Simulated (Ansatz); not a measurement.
# Nudged elastic band run: H$_{2}$S$_{2}$Si

The input (input.yaml):

```yaml
crystal:
  periodic: [false, false, false]
  atoms:
    - { symbol: Si, position_ang: [-0.240125, 0.214288, -0.210159] }
    - { symbol: S, position_ang: [1.757233, -0.299816, 0.257906] }
    - { symbol: S, position_ang: [0.048477, -1.364881, 1.166718] }
    - { symbol: H, position_ang: [-0.747995, -0.124922, -1.562933] }
    - { symbol: H, position_ang: [-0.767691, 1.501631, 0.306967] }
basis:
  gaussian: { orbitals: def2-SVP }
hamiltonian:
  xc: r2scan
neb:
  order_check: false
  images: 7
  f_tol: 0.05
  max_iterations: 37
  final_atoms:
    - { symbol: Si, position_ang: [-1.134311, 0.62939321, 0.13789277] }
    - { symbol: S, position_ang: [0.98738235, -0.21703209, -0.56039517] }
    - { symbol: S, position_ang: [-0.01135702, -1.16457072, 1.01754378] }
    - { symbol: H, position_ang: [0.56438744, -0.97183312, -1.61424337] }
    - { symbol: H, position_ang: [-0.35620277, 1.65034272, 0.97770099] }
  initial_path:
    images:
      - { positions_ang: [[-0.240125, 0.214288, -0.210159], [1.757233, -0.299816, 0.257906], [0.048477, -1.364881, 1.166718], [-0.747995, -0.124922, -1.562933], [-0.767691, 1.501631, 0.306967]] }
      - { positions_ang: [[-0.34394284, 0.21827432, -0.17255859], [1.64041362, -0.33305901, 0.1185656], [0.06559847, -1.32248638, 1.18035814], [-0.53707048, -0.16725772, -1.53322095], [-0.77509977, 1.53082878, 0.3653548]] }
      - { positions_ang: [[-0.44776067, 0.22226065, -0.13495819], [1.52359424, -0.36630201, -0.0207748], [0.08271995, -1.28009177, 1.19399828], [-0.32614596, -0.20959343, -1.50350889], [-0.78250855, 1.56002656, 0.4237426]] }
      - { positions_ang: [[-0.55157851, 0.22624697, -0.09735778], [1.40677486, -0.39954502, -0.1601152], [0.09984142, -1.23769715, 1.20763842], [-0.11522145, -0.25192915, -1.47379684], [-0.78991732, 1.58922434, 0.4821304]] }
      - { positions_ang: [[-0.65539635, 0.23023329, -0.05975737], [1.28995547, -0.43278802, -0.2994556], [0.1169629, -1.19530253, 1.22127856], [0.09570307, -0.29426486, -1.44408479], [-0.79732609, 1.61842212, 0.5405182]] }
      - { positions_ang: [[-0.77512501, 0.33002327, -0.01034484], [1.21431219, -0.37884904, -0.36469049], [0.08488292, -1.18761958, 1.17034486], [0.21287416, -0.46365693, -1.48662443], [-0.68704526, 1.62640227, 0.6498139]] }
      - { positions_ang: [[-0.89485367, 0.42981325, 0.0390677], [1.13866891, -0.32491005, -0.42992538], [0.05280294, -1.17993663, 1.11941117], [0.33004526, -0.63304899, -1.52916408], [-0.57676443, 1.63438242, 0.7591096]] }
      - { positions_ang: [[-1.01458234, 0.52960323, 0.08848023], [1.06302563, -0.27097107, -0.49516028], [0.02072296, -1.17225367, 1.06847747], [0.44721635, -0.80244106, -1.57170373], [-0.4664836, 1.64236257, 0.8684053]] }
      - { positions_ang: [[-1.134311, 0.62939321, 0.13789277], [0.98738235, -0.21703209, -0.56039517], [-0.01135702, -1.16457072, 1.01754378], [0.56438744, -0.97183312, -1.61424337], [-0.35620277, 1.65034272, 0.97770099]] }
```

Run as:

```bash
$ ansatz run input.yaml --threads 1 --pin off --max-ram 2048MiB --backend cpu --events-out ev --progress --plain --runs-dir out
```

Output, in part (warnings, iteration lines, the closing report on the highest movable image, with atoms numbered from 0):

```
NEB end point (image 0): max|allowed force component| = 1.093e-2 eV/Å (the criterion of neb.relax_end_points is 1.000e-2)
NEB end point (image 8): max|allowed force component| = 1.008e-2 eV/Å (the criterion of neb.relax_end_points is 1.000e-2)
NEB iter   1: max|band force component| = 4.750e0 eV/Å  barrier→ = 2.5077 eV  barrier← = 1.2132 eV  Δτ_max = 0.1845 Å  (240 SCF iters)
NEB iter   2: max|band force component| = 1.102e0 eV/Å  barrier→ = 1.9797 eV  barrier← = 0.6852 eV  Δτ_max = 0.0892 Å  (222 SCF iters)
NEB iter   3: max|band force component| = 5.835e-1 eV/Å  barrier→ = 1.8564 eV  barrier← = 0.5619 eV  CI = image 5  Δτ_max = 0.1185 Å  (208 SCF iters)
NEB iter   4: max|band force component| = 4.325e-1 eV/Å  barrier→ = 1.8621 eV  barrier← = 0.5676 eV  CI = image 5  Δτ_max = 0.0466 Å  (210 SCF iters)
NEB iter   5: max|band force component| = 1.866e-1 eV/Å  barrier→ = 1.8538 eV  barrier← = 0.5593 eV  CI = image 5  Δτ_max = 0.0359 Å  (215 SCF iters)
NEB iter   6: max|band force component| = 5.426e-2 eV/Å  barrier→ = 1.8525 eV  barrier← = 0.5580 eV  CI = image 5  Δτ_max = 0.0077 Å  (213 SCF iters)
NEB iter   7: max|band force component| = 1.422e-2 eV/Å  barrier→ = 1.8523 eV  barrier← = 0.5578 eV  CI = image 5  Δτ_max = 0.0000 Å  (404 SCF iters)
Total energy: -29568.10000181 eV, -1086.6076330887 hartree
Atom 0 at    -0.937297     0.264956    -0.090175 Å, force     0.005761     0.005422    -0.003775 eV/Å
Atom 1 at     1.360225    -0.425791    -0.334185 Å, force    -0.011888     0.001704     0.015711 eV/Å
Atom 2 at     0.112354    -1.209769     1.153293 Å, force     0.011659    -0.006705    -0.004168 eV/Å
Atom 3 at     0.112057    -0.295293    -1.324247 Å, force    -0.005669    -0.003323    -0.006480 eV/Å
Atom 4 at    -0.597441     1.592197     0.553813 Å, force     0.000137     0.002902    -0.001287 eV/Å
Dipole moment:    -0.105019     0.176739    -0.122701 e Å
```

The run converged. A vibrational analysis at the climbing image gives one clearly imaginary mode, 616i cm⁻¹: a first-order saddle point. The orbitals stay closed-shell, which can raise the energy where a bond breaks towards radicals; this wasn't checked here.

Final band (atoms are numbered from 1 in the order of the input):

```csv
image,path coordinate (Å),energy (kcal/mol),Si1–H4 (Å),S2–H4 (Å)
0,0.00,0.0,1.48,3.10
1,0.29,3.3,1.47,2.82
2,0.58,14.0,1.47,2.52
3,0.87,28.2,1.49,2.22
4,1.16,38.9,1.56,1.92
5,1.45,42.7,1.71,1.60
6,1.84,39.8,2.14,1.40
7,2.24,33.5,2.53,1.36
8,2.64,29.9,2.92,1.36
```

Time of the run: 3.4 min on 1 CPU thread of a shared host.
